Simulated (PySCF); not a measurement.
Working out the ionisation energy of Al

Al [Ne] 3s2 3p1 (2P) → Al+ [Ne] 3s2 (1S). Computed with PySCF 2.14 in cc-pV(D+d)Z, with the non-relativistic Hamiltonian (point nucleus). Frozen: [Ne]. Energies in hartree (1 hartree = 27.21139 eV):

```csv
part,Al (lower),Al+ (upper)
UHF,-241.873614,-241.668327
CCSD correlation,-0.047581,-0.038666
(T),-0.000713,0.000000
```

Task: What does Hartree-Fock give?

Result: (-241.668327) − (-241.873614) = 0.205287 hartree = 5.586 eV.

Task: What do CCSD and CCSD(T) give?

Result: The CCSD correlation energies differ by 0.008915 hartree = 0.243 eV and the triples by 0.000713 hartree = 0.019 eV, so CCSD gives 5.829 eV and CCSD(T) 5.848 eV.

Measured between the centres of the two terms (NIST): 5.977 eV, so CCSD(T) (valence) is off by -0.129 eV.

What remains against the reference includes basis incompleteness, the frozen core and higher excitations.
